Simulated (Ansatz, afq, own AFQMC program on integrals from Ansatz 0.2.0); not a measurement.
Integrals from Ansatz 0.2.0, then the random walk in our own AFQMC program (afq).

```yaml
crystal:
  periodic: [false, false, false]
  atoms:
    - {symbol: Ge, position_ang: [0.017635, 0.087281, 0.700443]}
    - {symbol: N, position_ang: [-0.148460, -0.380866, -3.451951]}
    - {symbol: H, position_ang: [0.299572, -1.275422, 1.400489]}
    - {symbol: H, position_ang: [0.492566, 0.277913, -3.910333]}
basis:
  gaussian: {orbitals: cc-pVDZ}
magnetization: {spin_polarized: true, initial_magnetization: 3}
correlation: {method: ccsd_t, electrons: outside_noble_gas, hamiltonian_folder: ham}
```

```sh
$ ansatz run in.yaml --threads 1 --pin off --events-out ev --progress --plain --max-ram 1382MiB
```

afq runs on the folder ham with

```
--method phaseless --trial hf --walkers 120 --populations 1 --least-time 40 --time-step 0.005 --steps-per-block 20 --equilibration-blocks 160 --max-blocks 600 --target-error 0.002400 --factor-cut 1e-05 --start spin_pure --seed 81 --taylor-order 6
```

Times are imaginary, in 1/Eh. The walk had a cap of 1161 s. Filled inner d shells are frozen with the cores.

Output of the walk:

```
orbitals 36  electrons 7 4  factors 249 of 553
reference energy -2130.83029005 Eh
CCSD correlation -0.20529324 Eh in 21 cycles, weight of the determinant in the CISD state 0.8949
energy of the start -2130.830755 Eh
 block  time / (1/Eh)  mean weight  energy / Eh
     1     0.100  1.0005  -2130.876348
     2     0.200  1.0006  -2130.903883
     3     0.300  1.0022  -2130.925256
     4     0.400  1.0013  -2130.942656
     5     0.500  1.0005  -2130.953577
     9     0.900  0.9998  -2130.986581
    43     4.300  0.9988  -2131.015078
    99     9.900  1.0015  -2131.034462
   155    15.500  1.0003  -2131.090473
   211    21.100  1.0005  -2131.048846
   267    26.700  1.0007  -2131.054749
   323    32.300  0.9990  -2131.042223
   379    37.900  1.0002  -2131.056082
   435    43.500  1.0000  -2131.057635
   477    47.700  0.9972  -2131.010362
   491    49.100  1.0006  -2131.038043
   547    54.700  0.9996  -2131.028219
blocks merged  error / Eh  count
     1  0.000703  400
     2  0.000939  200
     4  0.001242  100
     8  0.001574  50
    16  0.001787  25
    32  0.002092  12
energy -2131.040153 +/- 0.001787 Eh
(rows thinned)
```

The run passed its tests (sampling time, drift between the halves within three errors, error under three times the target), which doesn't prove that it has relaxed. The second half of the sampling lies above the first by 2.9 errors of their difference, so the energy may still be moving and its error bar be too small.

Against this walk (error 48.6 meV) on the same determinant: CCSD(T) 45.4 meV higher (within the noise), CCSDT(Q) 22.2 meV higher (within the noise), a separate phaseless walk with a CISD trial and standard settings 22.0 ± 49.4 meV higher (within the noise). The error is statistical and leaves out the bias of the constraint.

Cautions: constraint bias not in the error; no relativity below Rb; no spin-orbit coupling; inner d shell frozen; lower spins were not checked.

The walk took 3.8 min on 1 thread of Arm Neoverse V1 (shared host). The log's last line is the phaseless energy.

CCSDT and higher add their correlation energy to the determinant of the CCSD(T) run, since their own runs factorise the integrals more tightly (a shift of under 2 meV).
